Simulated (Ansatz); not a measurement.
## Ansatz (development build ahead of 0.2.0) run

```yaml
crystal:
  periodic: [false, false, false]
  atoms:
    - { symbol: C, position_ang: [0.0, -0.25683, -1.27099] }
    - { symbol: C, position_ang: [0.0, 0.57948, 0.0] }
    - { symbol: C, position_ang: [0.0, -0.25683, 1.27099] }
    - { symbol: H, position_ang: [0.0, 0.37295, -2.17406] }
    - { symbol: H, position_ang: [0.88755, -0.90876, -1.32081] }
    - { symbol: H, position_ang: [-0.88755, -0.90876, -1.32081] }
    - { symbol: H, position_ang: [-0.87918, 1.24711, 0.0] }
    - { symbol: H, position_ang: [0.87918, 1.24711, 0.0] }
    - { symbol: H, position_ang: [0.0, 0.37295, 2.17406] }
    - { symbol: H, position_ang: [-0.88755, -0.90876, 1.32081] }
    - { symbol: H, position_ang: [0.88755, -0.90876, 1.32081] }
basis:
  gaussian: { orbitals: cc-pVDZ }
hamiltonian:
  xc: hf
correlation:
  method: mp2
  frozen_orbitals: { C: 1, H: 0 }
```

The input is written out in the form of the current development build from the run's settings.

The run gave:

| Property | Result |
| --- | --- |
| Converged | yes |
| Reference energy | -118.27209 hartree |
| Correlation energy | -0.44593 hartree |
| Total energy | -118.71802 hartree |
| Spin squared of the determinant | 0.000 |
